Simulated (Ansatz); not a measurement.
# hcp Ti

All values below come from PBE (PAW; Ansatz, a program for electronic structure).

Run with plane-wave cutoff 520 eV, 24×24×12 k mesh (along the axes of the cell as run), Fermi–Dirac smearing 0.05 eV, no spin polarisation, scalar-relativistic PAW data made under PBE.

Cell (relaxed at this level):

```xyz
2
Lattice="1.4695 -2.5453 0.0000 1.4695 2.5453 0.0000 0.0000 0.0000 4.6502" Properties=species:S:1:pos:R:3 pbc="T T T"
Ti     1.4695     0.8484     1.1625
Ti     1.4695    -0.8484     3.4876
```

```yaml
bulk modulus B0: 112 GPa
band_gap: zero (no gap)
pressure derivative B′ of the bulk modulus: 3.6
```

Measured, for comparison: bulk modulus 108 GPa (zero-point energy and finite temperature contributions removed; as tabulated in doi:10.1021/acs.jctc.3c00612). Computed (rounded) less measured: bulk modulus +4 %.

Note: the bulk modulus comes from volumes at which shape and atoms were relaxed.

Computed values are for the static lattice.

It cost roughly 5 core-minutes of CPU time.
